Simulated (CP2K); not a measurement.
# C2H2F4 (norflurane), step by step

We compute a series of 8 runs (BLYP/TZVP-MOLOPT-PBE-GTH) of C2H2F4. The setting varied is the cutoff. 

The calculation is run with CP2K 2026.2.

8 further runs of the same task are left out: 8 set aside as unsound or not needed.

## Step 1: The structure to begin with

The species is C2H2F4 (8 atoms), meant as a singlet with charge 0. As SMILES, `FCC(F)(F)F`. The shape is that of a PBE0-D4/def2-TZVP optimisation.

Bond lengths: F1–C2 1.364 Å, C2–C3 1.514 Å, C3–F4 1.332 Å, C3–F5 1.339 Å, C3–F6 1.332 Å, C2–H7 1.092 Å, C2–H8 1.092 Å. Some angles: F1–C2–C3 109.8°, C2–C3–F4 111.9°, C2–C3–F5 108.9°, C2–C3–F6 111.9°, F4–C3–F5 108.1°, F4–C3–F6 107.9°, F5–C3–F6 108.1°, F1–C2–H7 109.7°, F1–C2–H8 109.7°, C3–C2–H7 108.6°.

## Step 2: Energy and gradient at BLYP/TZVP-MOLOPT-PBE-GTH (core potential) (run 1)

The input, run.inp:

```
&GLOBAL
   PROJECT run
   RUN_TYPE ENERGY_FORCE
   PRINT_LEVEL MEDIUM
&END GLOBAL

&FORCE_EVAL
   METHOD QS
   &DFT
      BASIS_SET_FILE_NAME BASIS_MOLOPT_UZH
      POTENTIAL_FILE_NAME POTENTIAL_UZH
      CHARGE 0
      MULTIPLICITY 1
      &QS
         METHOD GPW
         EPS_DEFAULT 1.0E-10
      &END QS
      &MGRID
         CUTOFF 350
         REL_CUTOFF 50
         NGRIDS 4
      &END MGRID
      &POISSON
         PERIODIC NONE
         POISSON_SOLVER MULTIPOLE
      &END POISSON
      &SCF
         SCF_GUESS ATOMIC
         EPS_SCF 1.0E-06
         MAX_SCF 30
         &OT ON
            MINIMIZER CG
            PRECONDITIONER FULL_SINGLE_INVERSE
         &END OT
         &OUTER_SCF
            EPS_SCF 1.0E-06
            MAX_SCF 8
         &END OUTER_SCF
      &END SCF
      &XC
         &XC_FUNCTIONAL BLYP
         &END XC_FUNCTIONAL
      &END XC
      &PRINT
         &MOMENTS
            PERIODIC F
            REFERENCE COM
            MAX_MOMENT 1
         &END MOMENTS
         &MO_CUBES
            NLUMO 5
            NHOMO -1
            WRITE_CUBE F
         &END MO_CUBES
         &HIRSHFELD OFF
         &END HIRSHFELD
      &END PRINT
   &END DFT
   &SUBSYS
      &CELL
         ABC [angstrom] 9.6 9.9 9
         PERIODIC NONE
      &END CELL
      &COORD
         F      4.464350     3.490850     5.404800
         C      4.477750     4.259550     4.277900
         C      4.900150     5.671650     4.625100
         F      6.123350     5.708650     5.152000
         F      4.906050     6.409150     3.507500
         F      4.064350     6.240950     5.492500
         H      5.190950     3.848750     3.559500
         H      3.476650     4.292250     3.841700
      &END COORD
      &KIND F
         BASIS_SET TZVP-MOLOPT-PBE-GTH-q7
         POTENTIAL GTH-PBE-q7
      &END KIND
      &KIND C
         BASIS_SET TZVP-MOLOPT-PBE-GTH-q4
         POTENTIAL GTH-PBE-q4
      &END KIND
      &KIND H
         BASIS_SET TZVP-MOLOPT-PBE-GTH-q1
         POTENTIAL GTH-PBE-q1
      &END KIND
   &END SUBSYS
   &PRINT
      &FORCES ON
      &END FORCES
   &END PRINT
&END FORCE_EVAL
```

On the command line:

```console
OMP_NUM_THREADS=2 cp2k.psmp -i run.inp -o run.out
```

The log of the run:

```text
CP2K| version string:                                       CP2K version 2026.2
[...]
 GLOBAL| Method name                                                        CP2K
[...]
 GLOBAL| Run type                                                   ENERGY_FORCE
[...]
 DFT| Spin restricted Kohn-Sham (RKS) calculation                            RKS
 DFT| Multiplicity                                                             1
[...]
 DFT| Charge                                                                   0
[...]
 FUNCTIONAL| BECKE88:
 FUNCTIONAL| LYP:
 QS| Method:                                                                 GPW
[...]
 QS| Density cutoff [a.u.]:                                                175.0
[...]
 QS| Relative density cutoff [a.u.]:                                        25.0
[...]
                             - Atoms:                                          8
[...]
                             - Spherical basis functions:                    114
[...]
 Number of electrons:                                                         38
[...]
     1 OT CG       0.80E-01    0.7     0.11011914      -106.0570516364 -1.06E+02
[...]
     1 OT CG       0.80E-01    1.4     0.00000084      -109.4451349611 -2.17E-10
  *** SCF run converged in     1 steps ***
[...]
  Overlap energy of the core charge distribution:               0.00000062623821
  Self energy of the core charge distribution:               -286.88915649100090
  Core Hamiltonian energy:                                     82.05212444023164
  Hartree energy:                                             118.19999374750509
  Exchange-correlation energy:                                -22.80809728411825
  Total energy:                                              -109.44513496114422
[...]
  Dipole moment [Debye]
    X= -0.5023604E+00 Y= -0.8164448E+00 Z= -0.1703650E+01  Total=      1.9548333
[...]
 HOMO - LUMO gap [eV] :    9.046181
[...]
 ENERGY| Total FORCE_EVAL ( QS ) energy [hartree]           -109.445134961240029
[...]
```

Run time: 35 s. Hardware: 2 threads of Intel Xeon Platinum 8488C (Sapphire Rapids), shared host; peak memory 0.76 GiB.

## Step 3: The distorted shape: energy and forces at BLYP/TZVP-MOLOPT-PBE-GTH (core potential) (run 2)

The input, run.inp:

```
&GLOBAL
 PROJECT_NAME run
 RUN_TYPE ENERGY_FORCE
 PRINT_LEVEL MEDIUM
&END GLOBAL

&FORCE_EVAL
 METHOD QS
 &DFT
  BASIS_SET_FILE_NAME BASIS_MOLOPT_UZH
  POTENTIAL_FILE_NAME POTENTIAL_UZH
  ! Quickstep
  &QS
   METHOD GPW
   EPS_DEFAULT 1.0E-10
  &END QS
  ! plane-wave cutoff in Ry
  &MGRID
   CUTOFF 350
   REL_CUTOFF 50
   NGRIDS 4
  &END MGRID
  ! no periodic images
  &POISSON
   PERIODIC NONE
   POISSON_SOLVER MULTIPOLE
  &END POISSON
  &SCF
   SCF_GUESS ATOMIC
   EPS_SCF 1.0E-06
   MAX_SCF 30
   &OT
    MINIMIZER CG
    PRECONDITIONER FULL_SINGLE_INVERSE
   &END OT
   &OUTER_SCF
    EPS_SCF 1.0E-06
    MAX_SCF 8
   &END OUTER_SCF
  &END SCF
  ! exchange and correlation
  &XC
   &XC_FUNCTIONAL BLYP
   &END XC_FUNCTIONAL
  &END XC
  ! extra output
  &PRINT
   &MOMENTS
    PERIODIC F
    REFERENCE COM
    MAX_MOMENT 1
   &END MOMENTS
   &MO_CUBES
    NLUMO 5
    NHOMO -1
    WRITE_CUBE F
   &END MO_CUBES
   &HIRSHFELD OFF
   &END HIRSHFELD
  &END PRINT
 &END DFT
 ! atoms, cell and kinds
 &SUBSYS
  ! box in angstrom
  &CELL
   ABC 10 9.9 9
   PERIODIC NONE
  &END CELL
  &COORD
   F      4.839558     3.490850     5.404800
   C      4.852958     4.259550     4.277900
   C      5.275358     5.671650     4.625100
   F      6.498558     5.708650     5.152000
   F      5.281258     6.409150     3.507500
   F      4.439558     6.240950     5.492500
   H      5.566158     3.848750     3.559500
   H      3.501442     4.303696     3.689016
  &END COORD
  &KIND F
   BASIS_SET TZVP-MOLOPT-PBE-GTH-q7
   POTENTIAL GTH-PBE-q7
  &END KIND
  &KIND C
   BASIS_SET TZVP-MOLOPT-PBE-GTH-q4
   POTENTIAL GTH-PBE-q4
  &END KIND
  &KIND H
   BASIS_SET TZVP-MOLOPT-PBE-GTH-q1
   POTENTIAL GTH-PBE-q1
  &END KIND
 &END SUBSYS
 &PRINT
  &FORCES ON
  &END FORCES
 &END PRINT
&END FORCE_EVAL
```

On the command line:

```console
OMP_NUM_THREADS=2 cp2k.psmp run.inp > run.out
```

The log of the run:

```text
CP2K| version string:                                       CP2K version 2026.2
[...]
 GLOBAL| Method name                                                        CP2K
[...]
 GLOBAL| Run type                                                   ENERGY_FORCE
[...]
 DFT| Spin restricted Kohn-Sham (RKS) calculation                            RKS
 DFT| Multiplicity                                                             1
[...]
 DFT| Charge                                                                   0
[...]
 FUNCTIONAL| BECKE88:
 FUNCTIONAL| LYP:
 QS| Method:                                                                 GPW
[...]
 QS| Density cutoff [a.u.]:                                                175.0
[...]
 QS| Relative density cutoff [a.u.]:                                        25.0
[...]
                             - Atoms:                                          8
[...]
                             - Spherical basis functions:                    114
[...]
 Number of electrons:                                                         38
[...]
     1 OT CG       0.80E-01    0.6     0.10948613      -105.9127423680 -1.06E+02
[...]
     3 OT CG       0.14E+00    0.9     0.00000054      -109.4000174282 -2.46E-10
  *** SCF run converged in     3 steps ***
[...]
  Overlap energy of the core charge distribution:               0.00000032555129
  Self energy of the core charge distribution:               -286.88915649100090
  Core Hamiltonian energy:                                     81.73227631639850
  Hartree energy:                                             118.45415928534274
  Exchange-correlation energy:                                -22.69729686447771
  Total energy:                                              -109.40001742818608
[...]
  Dipole moment [Debye]
    X= -0.2319491E+00 Y= -0.8561574E+00 Z= -0.1501616E+01  Total=      1.7440346
[...]
 HOMO - LUMO gap [eV] :    7.403910
[...]
 ENERGY| Total FORCE_EVAL ( QS ) energy [hartree]           -109.400017428225283
[...]
```

It took 39 s on 2 threads of Intel Xeon Platinum 8488C (Sapphire Rapids), shared host; peak memory 0.76 GiB.

## Step 4: Energy and forces at BLYP/TZVP-MOLOPT-PBE-GTH (core potential) (run 3)

The input, mol.inp:

```
&GLOBAL
 PROJECT_NAME mol
 RUN_TYPE ENERGY_FORCE
 PRINT_LEVEL MEDIUM
&END GLOBAL

&FORCE_EVAL
 METHOD QUICKSTEP
 &DFT
  BASIS_SET_FILE_NAME BASIS_MOLOPT_UZH
  POTENTIAL_FILE_NAME POTENTIAL_UZH
  CHARGE 0
  MULTIPLICITY 1
  &QS
   METHOD GPW
   EPS_DEFAULT 1.0E-10
  &END QS
  &MGRID
   CUTOFF 450
   REL_CUTOFF 50
   NGRIDS 4
  &END MGRID
  &POISSON
   PERIODIC NONE
   POISSON_SOLVER MULTIPOLE
  &END POISSON
  &SCF
   SCF_GUESS ATOMIC
   EPS_SCF 1.0E-06
   MAX_SCF 30
   &OT ON
    MINIMIZER CG
    PRECONDITIONER FULL_SINGLE_INVERSE
   &END OT
   &OUTER_SCF
    EPS_SCF 1.0E-06
    MAX_SCF 8
   &END OUTER_SCF
  &END SCF
  &XC
   &XC_FUNCTIONAL BLYP
   &END XC_FUNCTIONAL
  &END XC
  &PRINT
   &MOMENTS
    PERIODIC F
    REFERENCE COM
    MAX_MOMENT 1
   &END MOMENTS
   &MO_CUBES
    NLUMO 5
    NHOMO -1
    WRITE_CUBE F
   &END MO_CUBES
   &HIRSHFELD OFF
   &END HIRSHFELD
  &END PRINT
 &END DFT
 &SUBSYS
  &CELL
   ABC [angstrom] 9.6 9.9 9
   PERIODIC NONE
  &END CELL
  &COORD
   F      4.464350     3.490850     5.404800
   C      4.477750     4.259550     4.277900
   C      4.900150     5.671650     4.625100
   F      6.123350     5.708650     5.152000
   F      4.906050     6.409150     3.507500
   F      4.064350     6.240950     5.492500
   H      5.190950     3.848750     3.559500
   H      3.476650     4.292250     3.841700
  &END COORD
  &KIND F
   BASIS_SET TZVP-MOLOPT-PBE-GTH-q7
   POTENTIAL GTH-PBE-q7
  &END KIND
  &KIND C
   BASIS_SET TZVP-MOLOPT-PBE-GTH-q4
   POTENTIAL GTH-PBE-q4
  &END KIND
  &KIND H
   BASIS_SET TZVP-MOLOPT-PBE-GTH-q1
   POTENTIAL GTH-PBE-q1
  &END KIND
 &END SUBSYS
 &PRINT
  &FORCES ON
  &END FORCES
 &END PRINT
&END FORCE_EVAL
```

On the command line:

```console
OMP_NUM_THREADS=2 cp2k.psmp mol.inp > mol.out
```

The log of the run:

```text
CP2K| version string:                                       CP2K version 2026.2
[...]
 GLOBAL| Method name                                                        CP2K
[...]
 GLOBAL| Run type                                                   ENERGY_FORCE
[...]
 DFT| Spin restricted Kohn-Sham (RKS) calculation                            RKS
 DFT| Multiplicity                                                             1
[...]
 DFT| Charge                                                                   0
[...]
 FUNCTIONAL| BECKE88:
 FUNCTIONAL| LYP:
 QS| Method:                                                                 GPW
[...]
 QS| Density cutoff [a.u.]:                                                225.0
[...]
 QS| Relative density cutoff [a.u.]:                                        25.0
[...]
                             - Atoms:                                          8
[...]
                             - Spherical basis functions:                    114
[...]
 Number of electrons:                                                         38
[...]
     1 OT CG       0.80E-01    1.2     0.11012257      -106.0580346607 -1.06E+02
[...]
     1 OT CG       0.80E-01    2.4     0.00000082      -109.4468925170 -1.59E-10
  *** SCF run converged in     1 steps ***
[...]
  Overlap energy of the core charge distribution:               0.00000062623821
  Self energy of the core charge distribution:               -286.88915649100090
  Core Hamiltonian energy:                                     82.09449997320952
  Hartree energy:                                             118.16144889910346
  Exchange-correlation energy:                                -22.81368552458733
  Total energy:                                              -109.44689251703706
[...]
  Dipole moment [Debye]
    X= -0.4957284E+00 Y= -0.8203795E+00 Z= -0.1696466E+01  Total=      1.9485292
[...]
 HOMO - LUMO gap [eV] :    9.063494
[...]
 ENERGY| Total FORCE_EVAL ( QS ) energy [hartree]           -109.446892517131161
[...]
```

It took 55 s on 2 threads of Intel Xeon Platinum 8488C (Sapphire Rapids), shared host; peak memory 0.89 GiB.

Runs 4 to 7 aren't shown in full; the table further down has their settings and results.

## Step 5: The distorted shape: energy and gradient at BLYP/TZVP-MOLOPT-PBE-GTH (core potential) (run 8)

The input, run.inp:

```
&GLOBAL
  PROJECT run
  RUN_TYPE ENERGY_FORCE
  PRINT_LEVEL MEDIUM
&END GLOBAL

&FORCE_EVAL
  METHOD Quickstep
  &DFT
    BASIS_SET_FILE_NAME BASIS_MOLOPT_UZH
    POTENTIAL_FILE_NAME POTENTIAL_UZH
    ! Quickstep
    &QS
      METHOD GPW
      EPS_DEFAULT 1.0E-10
    &END QS
    ! real-space grids
    &MGRID
      CUTOFF 800
      REL_CUTOFF 50
      NGRIDS 4
    &END MGRID
    &POISSON
      PERIODIC NONE
      POISSON_SOLVER MULTIPOLE
    &END POISSON
    ! self-consistent field
    &SCF
      SCF_GUESS ATOMIC
      EPS_SCF 1.0E-06
      MAX_SCF 30
      &OT
        MINIMIZER CG
        PRECONDITIONER FULL_SINGLE_INVERSE
      &END OT
      &OUTER_SCF
        EPS_SCF 1.0E-06
        MAX_SCF 8
      &END OUTER_SCF
    &END SCF
    ! functional
    &XC
      &XC_FUNCTIONAL BLYP
      &END XC_FUNCTIONAL
    &END XC
    ! extra output
    &PRINT
      &MOMENTS
        PERIODIC F
        REFERENCE COM
        MAX_MOMENT 1
      &END MOMENTS
      &MO_CUBES
        NLUMO 5
        NHOMO -1
        WRITE_CUBE F
      &END MO_CUBES
      &HIRSHFELD OFF
      &END HIRSHFELD
    &END PRINT
  &END DFT
  ! atoms, cell and kinds
  &SUBSYS
    ! box in angstrom
    &CELL
      ABC 10 9.9 9
      PERIODIC NONE
    &END CELL
    &COORD
      F      4.839558     3.490850     5.404800
      C      4.852958     4.259550     4.277900
      C      5.275358     5.671650     4.625100
      F      6.498558     5.708650     5.152000
      F      5.281258     6.409150     3.507500
      F      4.439558     6.240950     5.492500
      H      5.566158     3.848750     3.559500
      H      3.501442     4.303696     3.689016
    &END COORD
    &KIND F
      BASIS_SET TZVP-MOLOPT-PBE-GTH-q7
      POTENTIAL GTH-PBE-q7
    &END KIND
    &KIND C
      BASIS_SET TZVP-MOLOPT-PBE-GTH-q4
      POTENTIAL GTH-PBE-q4
    &END KIND
    &KIND H
      BASIS_SET TZVP-MOLOPT-PBE-GTH-q1
      POTENTIAL GTH-PBE-q1
    &END KIND
  &END SUBSYS
  ! extra output
  &PRINT
    &FORCES ON
    &END FORCES
  &END PRINT
&END FORCE_EVAL
```

On the command line:

```console
OMP_NUM_THREADS=2 cp2k.psmp -i run.inp -o run.out
```

The log of the run:

```text
CP2K| version string:                                       CP2K version 2026.2
[...]
 GLOBAL| Method name                                                        CP2K
[...]
 GLOBAL| Run type                                                   ENERGY_FORCE
[...]
 DFT| Spin restricted Kohn-Sham (RKS) calculation                            RKS
 DFT| Multiplicity                                                             1
[...]
 DFT| Charge                                                                   0
[...]
 FUNCTIONAL| BECKE88:
 FUNCTIONAL| LYP:
 QS| Method:                                                                 GPW
[...]
 QS| Density cutoff [a.u.]:                                                400.0
[...]
 QS| Relative density cutoff [a.u.]:                                        25.0
[...]
                             - Atoms:                                          8
[...]
                             - Spherical basis functions:                    114
[...]
 Number of electrons:                                                         38
[...]
     1 OT CG       0.80E-01    3.2     0.10952243      -105.9218098703 -1.06E+02
[...]
     3 OT CG       0.14E+00    3.1     0.00000046      -109.4099136514 -2.02E-10
  *** SCF run converged in     3 steps ***
[...]
  Overlap energy of the core charge distribution:               0.00000032555129
  Self energy of the core charge distribution:               -286.88915649100090
  Core Hamiltonian energy:                                     81.87729816633448
  Hartree energy:                                             118.31937137924359
  Exchange-correlation energy:                                -22.71742703149433
  Total energy:                                              -109.40991365136588
[...]
  Dipole moment [Debye]
    X= -0.2291104E+00 Y= -0.8611074E+00 Z= -0.1492609E+01  Total=      1.7383557
[...]
 HOMO - LUMO gap [eV] :    7.415984
[...]
 ENERGY| Total FORCE_EVAL ( QS ) energy [hartree]           -109.409913651393268
[...]
```

Wall time 2.9 min (2 threads of Intel Xeon Platinum 8488C (Sapphire Rapids), shared host); peak memory 2.1 GiB.

## Step 6: Overview of the runs

```
run  cutoff           cell       partner  energy (Eh)  dipole moment (D)  HOMO energy (eV)  LUMO energy (eV)  wall time
  1     350  (9.6, 9.9, 9)          base  -109.445135               1.95             -8.68              0.37       35 s
  2     350   (10, 9.9, 9)  C2–H8 1.47 Å  -109.400017               1.74             -8.36             -0.95       39 s
  3     450  (9.6, 9.9, 9)          base  -109.446893               1.95             -8.67              0.40       55 s
  4     450   (10, 9.9, 9)  C2–H8 1.47 Å  -109.406435               1.74             -8.36             -0.95       57 s
  5     600  (9.6, 9.9, 9)          base  -109.451313               1.95             -8.66              0.40    1.8 min
  6     600   (10, 9.9, 9)  C2–H8 1.47 Å  -109.410281               1.74             -8.37             -0.95    1.9 min
  7     800  (9.6, 9.9, 9)          base  -109.451860               1.95             -8.66              0.40    2.9 min
  8     800   (10, 9.9, 9)  C2–H8 1.47 Å  -109.409914               1.74             -8.37             -0.95    2.9 min
```

Convergence of the total energy of singlet C2H2F4 with the cutoff, against the last point:

```
cutoff  from the last (mEh)  wall time
350 Ry               +6.725       35 s
450 Ry               +4.967       55 s
600 Ry               +0.547    1.8 min
800 Ry               +0.000    2.9 min
```

Convergence of the dipole moment of singlet C2H2F4 with the cutoff, against the last point:

```
cutoff  from the last (D)  wall time
350 Ry            +0.0084       35 s
450 Ry            +0.0021       55 s
600 Ry            -0.0003    1.8 min
800 Ry            +0.0000    2.9 min
```

## Step 7: Results

| quantity | value |
| --- | --- |
| distorted shape, run 8: total energy | -109.40991 Eh |
| distorted shape, run 8: dipole moment | 1.74 D |
| distorted shape, run 8: HOMO energy | -8.37 eV |
| distorted shape, run 8: LUMO energy | -0.95 eV |
| distorted shape, run 8: HOMO–LUMO gap | 7.42 eV |
| distorted shape, run 8: largest force on an atom | 4.298 eV/Å |
| energy change with the C2–H8 bond stretched from 1.092 to 1.475 Å (run 1, cutoff 350) | 1.228 eV |
| energy change with the C2–H8 bond stretched from 1.092 to 1.475 Å (run 3, cutoff 450) | 1.101 eV |
| energy change with the C2–H8 bond stretched from 1.092 to 1.475 Å (run 5, cutoff 600) | 1.117 eV |
| energy change with the C2–H8 bond stretched from 1.092 to 1.475 Å (run 7, cutoff 800) | 1.141 eV |

In words: For the total energy of singlet C2H2F4 to stay within 5 mEh of the last point, 450 Ry is the first point of the series from which all later ones do (55 s against 2.9 min). For the total energy of singlet C2H2F4 to stay within 1 mEh of the last point, 600 Ry is the first point of the series from which all later ones do (1.8 min against 2.9 min). For the dipole moment of singlet C2H2F4 to stay within 0.005 D of the last point, 450 Ry is the first point of the series from which all later ones do (55 s against 2.9 min). All runs together took 13 min, the longest 2.9 min.
